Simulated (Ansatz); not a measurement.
Input for Ansatz (development build ahead of 0.2.0):

```yaml
crystal:
  periodic: [false, false, false]
  atoms:
    - { symbol: Al, position_ang: [0.0, 0.0, -0.813] }
    - { symbol: F, position_ang: [0.0, 0.0, 0.813] }
basis:
  gaussian: { orbitals: def2-SVP }
total_charge: 1
magnetization:
  spin_polarized: true
  initial_magnetization: 1
hamiltonian:
  xc: hf
correlation:
  method: mp2
  frozen_orbitals: { Al: 5, F: 1 }
```

The input is written out in the form of the current development build from the run's settings.

The run gave:

```json
{
  "Converged": "yes",
  "Reference energy": "-340.94331 hartree",
  "Correlation energy": "-0.21287 hartree",
  "Total energy": "-341.15617 hartree",
  "Spin squared of the determinant": "0.751",
  "Stability test": "minimum",
  "Occupied orbitals by symmetry in an Abelian subgroup (alpha; beta)": "7 A1 2 B1 2 B2; 6 A1 2 B1 2 B2"
}
```

Messages of the program:
```
mean field -9277.54007324 eV, -340.9433091491 hartree, gradient 1.6e-6 eV, S^2 0.751407; 0 other ends of a descent, 0 dependent functions left out
```
